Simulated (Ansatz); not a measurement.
A Fe13Co3 cell: a crystal with Co and Fe atoms exchanged, relaxed.

```yaml
crystal:
  lattice:
    - [5.60228, 0.00007, 0.00086]
    - [0.00007, 5.55383, -0.00007]
    - [0.00086, -0.00007, 5.60607]
  atoms:
    - { symbol: Fe, position: [0.50113, 0.99918, 0.50057] }
    - { symbol: Fe, position: [0.75018, 0.24961, 0.75231] }
    - { symbol: Co, position: [0.25007, 0.74971, 0.25233] }
    - { symbol: Fe, position: [0.25215, 0.74963, 0.75235] }
    - { symbol: Fe, position: [0.25089, 0.24967, 0.75114] }
    - { symbol: Fe, position: [0.00186, 0.99926, 0.50059] }
    - { symbol: Fe, position: [0.75131, 0.24959, 0.25153] }
    - { symbol: Fe, position: [0.75119, 0.74957, 0.75124] }
    - { symbol: Fe, position: [0.75010, 0.74955, 0.25025] }
    - { symbol: Fe, position: [0.00179, 0.50005, 0.50059] }
    - { symbol: Co, position: [0.50163, 0.99981, 0.00081] }
    - { symbol: Fe, position: [0.25212, 0.24959, 0.25034] }
    - { symbol: Fe, position: [0.00186, 0.49998, 0.00135] }
    - { symbol: Fe, position: [0.00180, 0.99912, 0.00136] }
    - { symbol: Fe, position: [0.50111, 0.50005, 0.50057] }
    - { symbol: Co, position: [0.50149, 0.49930, 0.00091] }
```

All numbers below come from DFT PBEsol, scalar-relativistic, plane waves, PAW (Ansatz).

Cutoff 420 eV; k points 6×6×6 on the computed 16-atom cell (Γ-centred); Gaussian smearing, width 0.10 eV; collinear spin from starting moments 2.48 2.62 1.96 2.56 2.57 2.53 2.57 2.56 2.56 2.53 1.94 2.54 2.47 2.47 2.48 1.94 μB.

Q: Describe its local order.

A: Counting as bonded all pairs within 1.3 times the summed covalent radii:

```json
{"atom → neighbour": "Co → Co", "mean count": "2.67", "mean length (Å)": "2.60", "spread (Å)": "0.17"}
{"atom → neighbour": "Co → Fe", "mean count": "11.33", "mean length (Å)": "2.57", "spread (Å)": "0.19"}
{"atom → neighbour": "Fe → Co", "mean count": "2.62", "mean length (Å)": "2.57", "spread (Å)": "0.19"}
{"atom → neighbour": "Fe → Fe", "mean count": "11.38", "mean length (Å)": "2.58", "spread (Å)": "0.18"}
```

Angles between all pairs of such bonds at an atom (mean ± spread): 97 ± 36° at Co, 97 ± 36° at Fe.

Q: Does it have a gap?

A: It has no gap on the mesh. It lies 0.00 eV/atom below the elements' standard states (static lattices, no corrections for gases). One magnetic start was tried.

The final mesh leaves forces up to 0.07 eV/Å and stresses up to 2.4 GPa: the relaxation ran on a coarser mesh, so the cell's shape, its bonds and its energy belong partly to that mesh.

Only parallel moments were tried here.

Cost: 2 runs of about 23 core-minutes in all (earlier runs that led there not counted), on Intel Xeon 6975P-C (Granite Rapids) (shared hosts).